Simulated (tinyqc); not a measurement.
Worked calculation (part 1 of 2): UHF in the sto-3g basis, for CH2, spin multiplicity 3. Computed by tinyqc, a small Python program that keeps every step (integrals from PySCF). Settings: charge = 0, multiplicity = 3, basis = sto-3g, energy threshold = 1e-10, iteration cap = 87, orthogonalisation = symmetric, start = core, DIIS depth = 6, method = UHF. Command: `OMP_NUM_THREADS=1 python tinyqc.py 21460 21461 out.jsonl` (the two numbers bound the seeds that draw the settings). One thread of a shared host (Intel(R) Xeon(R) Processor @ 2.60GHz), about 0.2 s of CPU time with the checks. Later iterations appear only in the table of the cycle.

## One-electron integrals

Geometry (angstrom):
```
atom       x        y       z
C     0.0000   0.0000  0.0000
H     0.0000   1.1100  0.5000
H     0.0000  -1.1440  0.5150
```

Basis sto-3g: exponents (1/bohr^2) and contraction coefficients of normalised primitives:
```
element  l (shell)  exponent  coefficient
C            s (1)   71.6168       0.1543
C            s (1)   13.0451       0.5353
C            s (1)    3.5305       0.4446
C            s (2)    2.9412      -0.1000
C            s (2)    0.6835       0.3995
C            s (2)    0.2223       0.7001
C            p (3)    2.9412       0.1559
C            p (3)    0.6835       0.6077
C            p (3)    0.2223       0.3920
H            s (1)    3.4253       0.1543
H            s (1)    0.6239       0.5353
H            s (1)    0.1689       0.4446
```

Overlap, kinetic and nuclear-attraction integrals over the contracted functions; the nuclear repulsion is the sum of Za Zb / Rab.

nuclear repulsion = 5.373589 hartree

overlap S, lower triangle:
```
         1C 1s   1C 2s  1C 2px   1C 2py  1C 2pz   2H 1s   3H 1s
1C 1s   1.0000
1C 2s   0.2484  1.0000
1C 2px  0.0000  0.0000  1.0000
1C 2py  0.0000  0.0000  0.0000   1.0000
1C 2pz  0.0000  0.0000  0.0000   0.0000  1.0000
2H 1s   0.0463  0.4201  0.0000   0.3836  0.1728  1.0000
3H 1s   0.0425  0.4005  0.0000  -0.3707  0.1669  0.0774  1.0000
```

kinetic energy T (hartree), lower triangle:
```
          1C 1s   1C 2s  1C 2px   1C 2py  1C 2pz    2H 1s   3H 1s
1C 1s   15.8911
1C 2s   -0.0859  0.4722
1C 2px   0.0000  0.0000  1.4777
1C 2py   0.0000  0.0000  0.0000   1.4777
1C 2pz   0.0000  0.0000  0.0000   0.0000  1.4777
2H 1s   -0.0122  0.0700  0.0000   0.1726  0.0777   0.7600
3H 1s   -0.0119  0.0609  0.0000  -0.1559  0.0702  -0.0115  0.7600
```

nuclear attraction V (hartree), lower triangle:
```
           1C 1s    1C 2s   1C 2px   1C 2py   1C 2pz    2H 1s    3H 1s
1C 1s   -34.5092
1C 2s    -4.4049  -6.0339
1C 2px    0.0000   0.0000  -5.9262
1C 2py   -0.0007  -0.0063   0.0000  -6.0898
1C 2pz   -0.0108  -0.1171   0.0000  -0.0025  -5.9594
2H 1s    -0.8336  -2.0861   0.0000  -1.7581  -0.8131  -4.0355
3H 1s    -0.7646  -1.9653   0.0000   1.6728  -0.7736  -0.3574  -3.9638
```

core Hamiltonian H = T + V (hartree), lower triangle:
```
           1C 1s    1C 2s   1C 2px   1C 2py   1C 2pz    2H 1s    3H 1s
1C 1s   -18.6181
1C 2s    -4.4908  -5.5617
1C 2px    0.0000   0.0000  -4.4485
1C 2py   -0.0007  -0.0063   0.0000  -4.6121
1C 2pz   -0.0108  -0.1171   0.0000  -0.0025  -4.4817
2H 1s    -0.8458  -2.0161   0.0000  -1.5855  -0.7354  -3.2754
3H 1s    -0.7766  -1.9043   0.0000   1.5168  -0.7034  -0.3689  -3.2038
```

## Two-electron integrals

Functions are numbered as in S; the eight-fold symmetry (ij|kl) = (ji|kl) = (kl|ij) leaves the list below.

Two-electron integrals (ij|kl) in chemists' order, unique and non-zero (hartree):
```
(11|11) 3.5419      (21|11) 0.5769      (21|21) 0.1119      (22|11) 0.8547
(22|21) 0.2053      (22|22) 0.6247      (31|31) 0.0203      (32|31) 0.0309
(32|32) 0.1380      (33|11) 0.8524      (33|21) 0.2053      (33|22) 0.6246
(33|33) 0.6728      (41|41) 0.0203      (42|41) 0.0309      (42|42) 0.1380
(43|43) 0.0363      (44|11) 0.8524      (44|21) 0.2053      (44|22) 0.6246
(44|33) 0.6003      (44|44) 0.6728      (51|51) 0.0203      (52|51) 0.0309
(52|52) 0.1380      (53|53) 0.0363      (54|54) 0.0363      (55|11) 0.8524
(55|21) 0.2053      (55|22) 0.6246      (55|33) 0.6003      (55|44) 0.6003
(55|55) 0.6728      (61|11) 0.1081      (61|21) 0.0208      (61|22) 0.0382
(61|33) 0.0381      (61|41) 0.0011      (61|42) 0.0022      (61|44) 0.0384
(61|51) 0.0005      (61|52) 0.0010      (61|54) 1.51e-04    (61|55) 0.0381
(61|61) 0.0040      (62|11) 0.2716      (62|21) 0.0662      (62|22) 0.2231
(62|33) 0.2176      (62|41) 0.0057      (62|42) 0.0404      (62|44) 0.2310
(62|51) 0.0026      (62|52) 0.0182      (62|54) 0.0061      (62|55) 0.2203
(62|61) 0.0129      (62|62) 0.1065      (63|31) 0.0066      (63|32) 0.0351
(63|43) 0.0078      (63|53) 0.0035      (63|63) 0.0127      (64|11) 0.2154
(64|21) 0.0531      (64|22) 0.1899      (64|33) 0.1804      (64|41) 0.0106
(64|42) 0.0669      (64|44) 0.2066      (64|51) 0.0018      (64|52) 0.0143
(64|54) 0.0083      (64|55) 0.1826      (64|61) 0.0108      (64|62) 0.1076
(64|64) 0.1195      (65|11) 0.0970      (65|21) 0.0239      (65|22) 0.0856
(65|33) 0.0813      (65|41) 0.0018      (65|42) 0.0143      (65|44) 0.0861
(65|51) 0.0074      (65|52) 0.0416      (65|54) 0.0099      (65|55) 0.0893
(65|61) 0.0049      (65|62) 0.0485      (65|64) 0.0481      (65|65) 0.0344
(66|11) 0.4286      (66|21) 0.1062      (66|22) 0.4080      (66|33) 0.3866
(66|41) 0.0112      (66|42) 0.1072      (66|44) 0.4395      (66|51) 0.0051
(66|52) 0.0483      (66|54) 0.0239      (66|55) 0.3973      (66|61) 0.0209
(66|62) 0.2501      (66|64) 0.2787      (66|65) 0.1255      (66|66) 0.7746
(71|11) 0.0992      (71|21) 0.0191      (71|22) 0.0351      (71|33) 0.0350
(71|41) -0.0010     (71|42) -0.0020     (71|44) 0.0353      (71|51) 4.71e-04
(71|52) 0.0009      (71|54) -1.37e-04   (71|55) 0.0350      (71|61) 0.0035
(71|62) 0.0110      (71|64) 0.0085      (71|65) 0.0042      (71|66) 0.0176
(71|71) 0.0033      (72|11) 0.2555      (72|21) 0.0623      (72|22) 0.2108
(72|33) 0.2056      (72|41) -0.0054     (72|42) -0.0384     (72|44) 0.2184
(72|51) 0.0024      (72|52) 0.0173      (72|54) -0.0058     (72|55) 0.2082
(72|61) 0.0113      (72|62) 0.0683      (72|64) 0.0505      (72|65) 0.0303
(72|66) 0.1225      (72|71) 0.0111      (72|72) 0.0962      (73|31) 0.0061
(73|32) 0.0329      (73|43) -0.0073     (73|53) 0.0033      (73|63) 0.0074
(73|73) 0.0113      (74|11) -0.2050     (74|21) -0.0506     (74|22) -0.1815
(74|33) -0.1725     (74|41) 0.0099      (74|42) 0.0633      (74|44) -0.1974
(74|51) -0.0017     (74|52) -0.0137     (74|54) 0.0079      (74|55) -0.1745
(74|61) -0.0088     (74|62) -0.0513     (74|64) -0.0316     (74|65) -0.0223
(74|66) -0.0874     (74|71) -0.0094     (74|72) -0.0982     (74|74) 0.1098
(75|11) 0.0923      (75|21) 0.0228      (75|22) 0.0817      (75|33) 0.0776
(75|41) -0.0017     (75|42) -0.0137     (75|44) 0.0822      (75|51) 0.0069
(75|52) 0.0391      (75|54) -0.0094     (75|55) 0.0852      (75|61) 0.0043
(75|62) 0.0305      (75|64) 0.0221      (75|65) 0.0206      (75|66) 0.0576
(75|71) 0.0042      (75|72) 0.0442      (75|74) -0.0444     (75|75) 0.0313
(76|11) 0.0462      (76|21) 0.0113      (76|22) 0.0389      (76|33) 0.0381
(76|41) -8.88e-06   (76|42) -1.06e-04   (76|44) 0.0394      (76|51) 0.0008
(76|52) 0.0056      (76|54) -2.07e-05   (76|55) 0.0393      (76|61) 0.0021
(76|62) 0.0159      (76|64) 0.0141      (76|65) 0.0080      (76|66) 0.0339
(76|71) 0.0020      (76|72) 0.0152      (76|74) -0.0137     (76|75) 0.0077
(76|76) 0.0030      (77|11) 0.4167      (77|21) 0.1033      (77|22) 0.3988
(77|33) 0.3781      (77|41) -0.0107     (77|42) -0.1039     (77|44) 0.4293
(77|51) 0.0048      (77|52) 0.0468      (77|54) -0.0231     (77|55) 0.3885
(77|61) 0.0186      (77|62) 0.1270      (77|64) 0.0893      (77|65) 0.0592
(77|66) 0.2345      (77|71) 0.0187      (77|72) 0.2359      (77|74) -0.2654
(77|75) 0.1195      (77|76) 0.0339      (77|77) 0.7746
```

## Orthogonalisation

S = U s U^T; symmetric (Loewdin) form X = U s^(-1/2) U^T, so that X^T S X = 1.

eigenvalues of S: 0.3797  0.4293  0.8937  1.0000  1.0746  1.4955  1.7272

X, lower triangle:
```
          1C 1s    1C 2s  1C 2px   1C 2py   1C 2pz    2H 1s   3H 1s
1C 1s    1.0266
1C 2s   -0.1479   1.1984
1C 2px   0.0000   0.0000  1.0000
1C 2py  -0.0007   0.0090  0.0000   1.1487
1C 2pz  -0.0075   0.0703  0.0000   0.0032   1.0284
2H 1s    0.0238  -0.2740  0.0000  -0.2590  -0.1104   1.1837
3H 1s    0.0230  -0.2538  0.0000   0.2445  -0.1035  -0.0265  1.1643
```

## Starting guess

The start is the orbitals of the core Hamiltonian; D(s) = C_occ C_occ^T for each spin.

D(alpha) at the start, lower triangle:
```
          1C 1s    1C 2s  1C 2px   1C 2py   1C 2pz    2H 1s   3H 1s
1C 1s    1.0726
1C 2s   -0.3045   1.2691
1C 2px   0.0000   0.0000  1.0000
1C 2py  -0.0015   0.0098  0.0000   1.2223
1C 2pz  -0.0176   0.0963  0.0000   0.0040   1.0438
2H 1s    0.0365  -0.1442  0.0000  -0.1833  -0.0800   0.0481
3H 1s    0.0348  -0.1364  0.0000   0.1758  -0.0764  -0.0065  0.0445
```

D(beta) at the start, lower triangle:
```
          1C 1s    1C 2s  1C 2px   1C 2py   1C 2pz    2H 1s   3H 1s
1C 1s    1.0655
1C 2s   -0.2750   1.1478
1C 2px   0.0000   0.0000  0.0000
1C 2py  -0.0015   0.0099  0.0000   1.2223
1C 2pz  -0.0973   0.4243  0.0000   0.0039   0.1568
2H 1s    0.0386  -0.1528  0.0000  -0.1833  -0.0565   0.0475
3H 1s    0.0368  -0.1449  0.0000   0.1758  -0.0535  -0.0071  0.0439
```

## Iteration 1: building the Fock matrix

J_ij = sum D_kl (ij|kl) with D = D(alpha) + D(beta), K_ij = sum D_kl (ik|jl) for each spin; F = H + J - K(s); E = tr D H + tr D J / 2 - 0.5 sum_s tr D(s) K(s) + E_nn.

Coulomb J (hartree), lower triangle:
```
          1C 1s    1C 2s  1C 2px   1C 2py  1C 2pz   2H 1s   3H 1s
1C 1s   12.3793
1C 2s    2.4174   5.5219
1C 2px   0.0000   0.0000  5.4944
1C 2py   0.0000  -0.0009  0.0000   5.5544
1C 2pz   0.0193   0.0833  0.0000  -0.0003  5.5006
2H 1s    0.4522   1.9104  0.0000   1.5959  0.7344  3.3382
3H 1s    0.4150   1.8040  0.0000  -1.5247  0.7008  0.3318  3.2603
```

exchange K(alpha) (hartree), lower triangle:
```
         1C 1s    1C 2s  1C 2px   1C 2py  1C 2pz   2H 1s   3H 1s
1C 1s   3.6591
1C 2s   0.6754   1.1005
1C 2px  0.0000   0.0000  0.9094
1C 2py  0.0000  -0.0003  0.0000   0.9029
1C 2pz  0.0002  -0.0005  0.0000  -0.0003  0.9079
2H 1s   0.1337   0.3329  0.0000   0.2106  0.0939  0.1814
3H 1s   0.1230   0.3126  0.0000  -0.1998  0.0890  0.0598  0.1622
```

exchange K(beta) (hartree), lower triangle:
```
         1C 1s    1C 2s  1C 2px   1C 2py  1C 2pz   2H 1s   3H 1s
1C 1s   3.6161
1C 2s   0.6163   0.7702
1C 2px  0.0000   0.0000  0.1886
1C 2py  0.0000  -0.0003  0.0000   0.8179
1C 2pz  0.0101   0.2409  0.0000  -0.0001  0.2665
2H 1s   0.1215   0.2666  0.0000   0.1955  0.1017  0.1583
3H 1s   0.1116   0.2506  0.0000  -0.1856  0.0958  0.0462  0.1416
```

F(alpha) (hartree), lower triangle:
```
          1C 1s    1C 2s  1C 2px   1C 2py   1C 2pz    2H 1s    3H 1s
1C 1s   -9.8979
1C 2s   -2.7489  -1.1403
1C 2px   0.0000   0.0000  0.1365
1C 2py  -0.0007  -0.0070  0.0000   0.0394
1C 2pz   0.0082  -0.0334  0.0000  -0.0025   0.1111
2H 1s   -0.5274  -0.4386  0.0000  -0.2003  -0.0949  -0.1186
3H 1s   -0.4846  -0.4129  0.0000   0.1919  -0.0916  -0.0969  -0.1057
```

F(beta) (hartree), lower triangle:
```
          1C 1s    1C 2s  1C 2px   1C 2py   1C 2pz    2H 1s    3H 1s
1C 1s   -9.8549
1C 2s   -2.6897  -0.8099
1C 2px   0.0000   0.0000  0.8574
1C 2py  -0.0007  -0.0069  0.0000   0.1244
1C 2pz  -0.0017  -0.2747  0.0000  -0.0027   0.7525
2H 1s   -0.5151  -0.3723  0.0000  -0.1852  -0.1026  -0.0955
3H 1s   -0.4732  -0.3509  0.0000   0.1777  -0.0984  -0.0833  -0.0851
```

total energy of this density = -36.930242 hartree

## Iteration 1: diagonalisation and new density

Diagonalise F' = X^T F X, C = X C', fill 5 alpha and 3 beta electrons from the bottom; D(s) = C_occ C_occ^T. Each column has its largest component positive (the first on a tie).

F' = X^T F X (alpha) (hartree), lower triangle:
```
         1        2       3        4        5        6       7
1  -9.6642
2  -1.5133  -0.4473
3   0.0000   0.0000  0.1365
4  -0.0008   0.0041  0.0000   0.2770
5  -0.0075   0.0589  0.0000   0.0022   0.1567
6  -0.0590  -0.2989  0.0000  -0.3105  -0.1318   0.1843
7  -0.0474  -0.2763  0.0000   0.2938  -0.1238  -0.0458  0.1650
```

orbital energies (alpha) (hartree): MO1 -9.9082, MO2 -0.4659, MO3 -0.1794, MO4 0.0587, MO5 0.1365, MO6 0.4873, MO7 0.6791

coefficients C (alpha):
```
            MO1      MO2      MO3      MO4     MO5      MO6      MO7
1C 1s    0.9905  -0.2436   0.0042   0.1044  0.0000  -0.1587  -0.0183
1C 2s    0.0388   0.7876  -0.0184  -0.4801  0.0000   0.8587   0.1123
1C 2px   0.0000   0.0000   0.0000   0.0000  1.0000   0.0000   0.0000
1C 2py   0.0003   0.0125   0.5248   0.0051  0.0000  -0.1029   1.0772
1C 2pz   0.0017   0.0604   0.0011   0.8159  0.0000   0.6416   0.0663
2H 1s   -0.0077   0.2382   0.4372   0.2854  0.0000  -0.7056  -0.8541
3H 1s   -0.0073   0.2222  -0.4581   0.2923  0.0000  -0.8370   0.6683
```

F' = X^T F X (beta) (hartree), lower triangle:
```
         1        2       3        4        5        6       7
1  -9.6296
2  -1.4990  -0.1040
3   0.0000   0.0000  0.8574
4  -0.0007   0.0045  0.0000   0.3732
5   0.0136  -0.1775  0.0000   0.0023   0.8039
6  -0.0607  -0.2851  0.0000  -0.3155  -0.1460   0.1900
7  -0.0491  -0.2640  0.0000   0.2988  -0.1373  -0.0452  0.1702
```

orbital energies (beta) (hartree): MO1 -9.8618, MO2 -0.3050, MO3 -0.1412, MO4 0.5012, MO5 0.7411, MO6 0.8574, MO7 0.8694

coefficients C (beta):
```
            MO1      MO2      MO3      MO4      MO5     MO6      MO7
1C 1s    0.9924  -0.1970  -0.0044  -0.2282  -0.0201  0.0000   0.0269
1C 2s    0.0315   0.5909   0.0172   1.1138   0.1069  0.0000  -0.0142
1C 2px   0.0000   0.0000   0.0000   0.0000   0.0000  1.0000   0.0000
1C 2py   0.0003   0.0174  -0.4685  -0.0799   1.1029  0.0000   0.0635
1C 2pz   0.0028   0.1855   0.0052   0.1108  -0.0415  0.0000   1.0184
2H 1s   -0.0064   0.3631  -0.4677  -0.7045  -0.7957  0.0000  -0.2765
3H 1s   -0.0060   0.3359   0.5044  -0.7928   0.6790  0.0000  -0.1868
```

D(alpha) after iteration 1, lower triangle:
```
          1C 1s    1C 2s  1C 2px   1C 2py  1C 2pz    2H 1s   3H 1s
1C 1s    1.0513
1C 2s   -0.2036   0.8527
1C 2px   0.0000   0.0000  1.0000
1C 2py   0.0000  -0.0023  0.0000   0.2756
1C 2pz   0.0722  -0.3442  0.0000   0.0055  0.6694
2H 1s   -0.0340   0.0423  0.0000   0.2339  0.2477   0.3294
3H 1s   -0.0327   0.0428  0.0000  -0.2362  0.2514  -0.0639  0.3447
```

D(beta) after iteration 1, lower triangle:
```
          1C 1s   1C 2s  1C 2px   1C 2py  1C 2pz    2H 1s   3H 1s
1C 1s    1.0237
1C 2s   -0.0852  0.3504
1C 2px   0.0000  0.0000  0.0000
1C 2py  -0.0011  0.0022  0.0000   0.2198
1C 2pz  -0.0338  0.1098  0.0000   0.0008  0.0344
2H 1s   -0.0758  0.2063  0.0000   0.2254  0.0649   0.3507
3H 1s   -0.0744  0.2070  0.0000  -0.2305  0.0649  -0.1139  0.3673
```

## Iteration 2: building the Fock matrix

As before.

Coulomb J (hartree), lower triangle:
```
          1C 1s   1C 2s  1C 2px   1C 2py  1C 2pz   2H 1s   3H 1s
1C 1s   11.2169
1C 2s    2.1535  4.9770
1C 2px   0.0000  0.0000  4.9346
1C 2py   0.0006  0.0023  0.0000   5.0361
1C 2pz   0.0082  0.0957  0.0000   0.0009  4.9436
2H 1s    0.4027  1.8055  0.0000   1.5555  0.7198  3.4922
3H 1s    0.3695  1.7082  0.0000  -1.4891  0.6885  0.3153  3.4413
```

exchange K(alpha) (hartree), lower triangle:
```
         1C 1s    1C 2s  1C 2px   1C 2py  1C 2pz   2H 1s   3H 1s
1C 1s   3.6168
1C 2s   0.6464   0.9776
1C 2px  0.0000   0.0000  0.8561
1C 2py  0.0001   0.0033  0.0000   0.6614
1C 2pz  0.0027  -0.0748  0.0000   0.0063  0.7446
2H 1s   0.1255   0.4096  0.0000   0.3377  0.1736  0.5884
3H 1s   0.1154   0.3908  0.0000  -0.3288  0.1696  0.0661  0.5803
```

exchange K(beta) (hartree), lower triangle:
```
         1C 1s   1C 2s  1C 2px   1C 2py  1C 2pz   2H 1s   3H 1s
1C 1s   3.5601
1C 2s   0.5970  0.5911
1C 2px  0.0000  0.0000  0.1140
1C 2py  0.0001  0.0072  0.0000   0.5394
1C 2pz  0.0010  0.1822  0.0000   0.0024  0.1765
2H 1s   0.1135  0.3584  0.0000   0.3244  0.1476  0.5853
3H 1s   0.1042  0.3437  0.0000  -0.3162  0.1424  0.0527  0.5808
```

F(alpha) (hartree), lower triangle:
```
           1C 1s    1C 2s   1C 2px   1C 2py   1C 2pz    2H 1s    3H 1s
1C 1s   -11.0180
1C 2s    -2.9837  -1.5623
1C 2px    0.0000   0.0000  -0.3701
1C 2py   -0.0002  -0.0074   0.0000  -0.2373
1C 2pz   -0.0053   0.0534   0.0000  -0.0079  -0.2827
2H 1s    -0.5686  -0.6203   0.0000  -0.3677  -0.1891  -0.3716
3H 1s    -0.5225  -0.5869   0.0000   0.3566  -0.1845  -0.1196  -0.3427
```

F(beta) (hartree), lower triangle:
```
           1C 1s    1C 2s  1C 2px   1C 2py   1C 2pz    2H 1s    3H 1s
1C 1s   -10.9613
1C 2s    -2.9344  -1.1758
1C 2px    0.0000   0.0000  0.3721
1C 2py   -0.0001  -0.0112  0.0000  -0.1154
1C 2pz   -0.0037  -0.2036  0.0000  -0.0039   0.2855
2H 1s    -0.5566  -0.5690  0.0000  -0.3545  -0.1632  -0.3685
3H 1s    -0.5112  -0.5398  0.0000   0.3440  -0.1573  -0.1063  -0.3432
```

total energy of this density = -38.398867 hartree

## Iteration 2: DIIS over 2 matrices

error matrix X^T (FDS - SDF) X (alpha):
```
         1        2       3        4        5        6        7
1   0.0000  -0.0130  0.0000  -0.0004  -0.0120   0.0151   0.0147
2   0.0130   0.0000  0.0000   0.0001  -0.0141   0.0022  -0.0007
3   0.0000   0.0000  0.0000   0.0000   0.0000   0.0000   0.0000
4   0.0004  -0.0001  0.0000   0.0000  -0.0001  -0.0209   0.0256
5   0.0120   0.0141  0.0000   0.0001   0.0000  -0.0137  -0.0173
6  -0.0151  -0.0022  0.0000   0.0209   0.0137   0.0000   0.0008
7  -0.0147   0.0007  0.0000  -0.0256   0.0173  -0.0008   0.0000
```

B (overlaps of the stored error matrices):
```
                1               2
1   1.3724631e+00  -6.6475951e-02
2  -6.6475951e-02   9.6375622e-03
```

Minimise |sum c_i e_i|^2 with sum c_i = 1: solve [B -1; -1 0][c; lambda] = [0; -1] with B_ij = tr e_i^T e_j summed over both spins, and take F = sum c_i F_i.

DIIS coefficients: 0.0502  0.9498

extrapolated F(alpha) (hartree), lower triangle:
```
           1C 1s    1C 2s   1C 2px   1C 2py   1C 2pz    2H 1s    3H 1s
1C 1s   -10.9618
1C 2s    -2.9719  -1.5411
1C 2px    0.0000   0.0000  -0.3446
1C 2py   -0.0002  -0.0073   0.0000  -0.2234
1C 2pz   -0.0046   0.0490   0.0000  -0.0076  -0.2629
2H 1s    -0.5665  -0.6112   0.0000  -0.3593  -0.1844  -0.3589
3H 1s    -0.5206  -0.5781   0.0000   0.3483  -0.1798  -0.1185  -0.3308
```

extrapolated F(beta) (hartree), lower triangle:
```
           1C 1s    1C 2s  1C 2px   1C 2py   1C 2pz    2H 1s    3H 1s
1C 1s   -10.9057
1C 2s    -2.9221  -1.1574
1C 2px    0.0000   0.0000  0.3964
1C 2py   -0.0002  -0.0110  0.0000  -0.1033
1C 2pz   -0.0036  -0.2072  0.0000  -0.0039   0.3089
2H 1s    -0.5545  -0.5591  0.0000  -0.3460  -0.1601  -0.3548
3H 1s    -0.5093  -0.5303  0.0000   0.3356  -0.1543  -0.1051  -0.3302
```
